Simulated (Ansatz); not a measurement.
CHCl3 at its PBE0-D4/def2-TZVP geometry, where that method's forces vanish. Charge 0, multiplicity 1.

```xyz
5

C     0.0966    0.0307    0.0255
H     1.0992    0.3493    0.2895
Cl   -0.5040   -0.9848    1.3302
Cl   -0.8920    1.4735   -0.1625
Cl    0.2001   -0.8687   -1.4827
```

Question: What forces (eV/Å) does ωB97M-V/def2-TZVPP give on these atoms in Ansatz? (Estimate.)

Answer: Computed: 
```
C1   0.253  0.080  0.067
H2  -0.116 -0.037 -0.031
Cl3 -0.051 -0.058  0.061
Cl4 -0.071  0.068 -0.015
Cl5 -0.015 -0.053 -0.083
```
